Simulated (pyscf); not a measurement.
[Cl–Al–Cl]• (SMILES [Cl][Al][Cl]) + CH₄ (SMILES C) -> Cl–AlH–Cl (SMILES [Cl][AlH][Cl]) + CH₃• (SMILES [CH3]) (hydrogen abstraction; doublet surface; C–H broken, Al–H formed). Single points on ωB97X-D3(BJ)/def2-SVP structures (PySCF, gas phase). Energies in kJ/mol from the separated reactants.

```json
[
 {"level": "ωB97X-D3(BJ)/def2-TZVP", "barrier": "123.5", "reaction energy": "+103.9"},
 {"level": "B3LYP-D3(BJ)/def2-TZVP", "barrier": "116.6", "reaction energy": "+106.4"},
 {"level": "PBE0-D3(BJ)/def2-TZVP", "barrier": "[?]", "reaction energy": "[?]"},
 {"level": "M06-2X/def2-TZVP", "barrier": "139.0", "reaction energy": "+121.1"},
 {"level": "ωB97M-D3(BJ)/def2-TZVP", "barrier": "[?]", "reaction energy": "+100.3"},
 {"level": "HF/def2-TZVP", "barrier": "138.4", "reaction energy": "+72.6"}
]
```

Question: Some entries are withheld; supply them.

Answer: 
- PBE0-D3(BJ)/def2-TZVP, barrier: 121.2
- PBE0-D3(BJ)/def2-TZVP, reaction energy: +113.4
- ωB97M-D3(BJ)/def2-TZVP, barrier: 122.3

The functionals in the table span 22.4 kJ/mol in this barrier, from B3LYP-D3(BJ) to M06-2X. This is the saddle that the search found; another between the same sides may lie lower. The angle at the transferred H is 180°.
